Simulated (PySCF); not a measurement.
**Silicon: highly charged ions in a basis for the neutral atom**

Si⁵⁺ [He] 2s2 2p5, Si⁶⁺ [He] 2s2 2p4. Computed with PySCF 2.14 in def2-TZVP (5s5p2d1f, 37 functions), with no relativity, point nucleus. No spin-orbit coupling, so a gap to NIST mixes the basis error with missing relativistic terms.

Changed run: basis of the neutral atom used for a highly charged ion. This setting is unsound on purpose.

```tsv
species	method	sound run (hartree)	changed run (hartree)	converged
Si⁵⁺	UHF	not run	-279.09301	yes
Si⁵⁺	LDA	not run	-278.25119	yes
Si⁵⁺	B3LYP	not run	-279.43675	yes
Si⁶⁺	UHF	not run	-271.59867	yes
Si⁶⁺	LDA	not run	-270.69067	yes
Si⁶⁺	B3LYP	not run	-271.87007	yes
```

Ionisation energy of Si⁵⁺:

| method | changed run (eV) | NIST (eV) |
| --- | --- | --- |
| UHF | 203.93 | 205.28 |
| LDA | 205.73 | 205.28 |
| B3LYP | 205.90 | 205.28 |

The contracted functions were made for the neutral atom and can be too rigid for a highly charged ion.
